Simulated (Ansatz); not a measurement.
# Ruthenium (hcp) across density functionals

All rows: Ansatz, plane waves with scalar-relativistic PAW, 420 eV (500 eV for the SCAN forms), relaxed under each functional, no dispersion correction, no zero-point motion. B₀ comes from uniform scaling at fixed shape; a dash is a value not given.

The measured cell (COD entry 9008513) has a = 2.704 Å, c = 4.282 Å (c/a = 1.584), 13.55 Å³/atom.

```json
{"functional": "r²SCAN", "V (Å³/atom)": "13.49", "cell": "a = 2.706 Å, c = 4.255 Å (c/a = 1.572)", "B₀ (GPa)": "338", "magnetic state": "non-magnetic"}
{"functional": "PBEsol", "V (Å³/atom)": "13.32", "cell": "a = 2.694 Å, c = 4.240 Å (c/a = 1.574)", "B₀ (GPa)": "347", "magnetic state": "non-magnetic"}
{"functional": "LDA", "V (Å³/atom)": "13.09", "cell": "a = 2.678 Å, c = 4.215 Å (c/a = 1.574)", "B₀ (GPa)": "367", "magnetic state": "non-magnetic"}
{"functional": "revPBE", "V (Å³/atom)": "13.91", "cell": "a = 2.733 Å, c = 4.300 Å (c/a = 1.573)", "B₀ (GPa)": "300", "magnetic state": "non-magnetic"}
{"functional": "RPBE", "V (Å³/atom)": "13.97", "cell": "a = 2.737 Å, c = 4.306 Å (c/a = 1.573)", "B₀ (GPa)": "295", "magnetic state": "non-magnetic"}
{"functional": "BLYP", "V (Å³/atom)": "14.43", "cell": "a = 2.768 Å, c = 4.348 Å (c/a = 1.571)", "B₀ (GPa)": "269", "magnetic state": "spin not included"}
```

Task: What does PBE give?

Result: V (Å³/atom): 13.77; cell: a = 2.724 Å, c = 4.286 Å (c/a = 1.573); B₀ (GPa): 312; magnetic state: non-magnetic.

Task: Which functional comes closest to the measured volume?

Result: r²SCAN, off by -0.5 %. The measured value holds thermal expansion and zero-point motion, which the calculations lack.
